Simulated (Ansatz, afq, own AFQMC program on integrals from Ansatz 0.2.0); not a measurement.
Se⁻, doublet in aug-cc-pVTZ, levels against CCSDT(Q)

A free Se anion.

Basis aug-cc-pVTZ. Only valence electrons are correlated. AFQMC by an in-house program on the Cholesky factors that Ansatz 0.2.0 writes for its CCSD(T) run. ph-AFQMC/CISD is guided by a CISD state made of CCSD amplitudes; releasing the constraint for a short imaginary time cuts its bias at the price of noise, slowly where states lie close. Uncertainties: one standard error, sampling alone. No spin–orbit coupling.

Determinant: UHF, the one that the program's search chose, which needn't be the lowest solution.

No full CI on the walks' own integrals is used here; CCSDT(Q) serves as the reference and is uncertain by about the last step of the cluster series.

Cautions: no relativity below Rb; no spin-orbit coupling; inner d shell frozen; the released energies are still falling, so no released level is given (meV from the phaseless value at times in 1/Eh: -4.0 ± 1.9 at 0.24, -4.6 ± 2.1 at 0.51, -9.9 ± 1.3 at 0.99, -11.8 ± 2.0 at 1.62, -14.6 ± 2.2 at 2.40), though the last usable value meets CCSDT(Q) within the noise.

```
T1 diagnostic                               : 0.0097
weight of the determinant in the CISD state : 0.915
⟨S²⟩ of the determinant                     : 0.762
size of the correlated space                : 7 electrons in 45 orbitals
```

Reference: CCSDT(Q), correlation energy -4.369 eV.

```csv
level,E − E(reference) (meV),share of correlation (%)
HF,4368.8,0.00
MP2,702.3,83.92
CCSD,206.8,95.27
CCSD(T),28.4,99.35
CCSDT,7.2,99.83
ph-AFQMC/CISD,14.4 ± 2.1,99.67
```

A walk keeps the symmetry of its determinant, which the program's search chose and which needn't be the lowest solution, so a lower state of the same spin and another symmetry isn't excluded.
